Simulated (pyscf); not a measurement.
Single points on ωB97X-D3(BJ)/def2-SVP structures (PySCF, gas phase).

Question: H₃C–SiH₂–Si•(SiH₃)–SiH₃ + hydrogen (H₂) -> H₃Si–Si•(SiH₃)–SiH₃ + methane (CH₄)
Surface: doublet. Broken: C–Si, H–H. Formed: H–Si, C–H. Give ΔE‡ and ΔE from B3LYP-D3(BJ)/def2-TZVP, relative to the separated reactants.

Answer: ΔE‡ = 72.1 kcal/mol, ΔE = -7.0 kcal/mol. ωB97M-D3(BJ)/def2-TZVP gives 72.7 kcal/mol and -6.8 kcal/mol. Zero-point energy shifts the barrier by +2.3 kcal/mol. It is a four-centre exchange, with an imaginary mode of 1689i cm⁻¹. At the saddle there is also a short H–Si contact that neither side keeps. This is the saddle that the search found; another between the same sides may lie lower.
